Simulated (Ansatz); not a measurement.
Start from `CC#CO` and change one atom or group to get `CC#COC=S`.

Ansatz, PBE0-D4/def2-TZVP geometries, multiplicity 1. Each molecule was computed in one conformer, which needn't be the lowest.

```
                                          property  `CC#CO`
size of the dipole moment (ωB97M-V/def2-TZVPP) / D     1.50
               HOMO energy (B3LYP/def2-TZVPP) / eV    -6.49
                 HOMO energy (PBE/def2-TZVPP) / eV    -5.42
              HOMO–LUMO gap (PBE0/def2-TZVPP) / eV     7.31
  size of the dipole moment (B3LYP/def2-TZVPP) / D     1.49
                 LUMO energy (PBE/def2-TZVPP) / eV    -0.33
```

Give the same properties after the change, and the shifts. (Estimate.)

Ansatz gave: 
| property | `CC#COC=S` | shift |
| --- | --- | --- |
| size of the dipole moment (ωB97M-V/def2-TZVPP) / D | 3.08 | 1.58 |
| HOMO energy (B3LYP/def2-TZVPP) / eV | -6.88 | -0.39 |
| HOMO energy (PBE/def2-TZVPP) / eV | -5.87 | -0.45 |
| HOMO–LUMO gap (PBE0/def2-TZVPP) / eV | 5.02 | -2.29 |
| size of the dipole moment (B3LYP/def2-TZVPP) / D | 3.19 | 1.70 |
| LUMO energy (PBE/def2-TZVPP) / eV | -2.99 | -2.66 |

With PBE0 the HOMO falls by 0.43 eV and the LUMO falls by 2.72 eV, so the gap narrows by about 2.29 eV. PBE moves the HOMO by -0.45 eV and ωB97M-V by -0.40 eV. Dipoles are sizes alone; their direction can turn.

B3LYP here is the variant with VWN-RPA as its local correlation; programs differ in this.
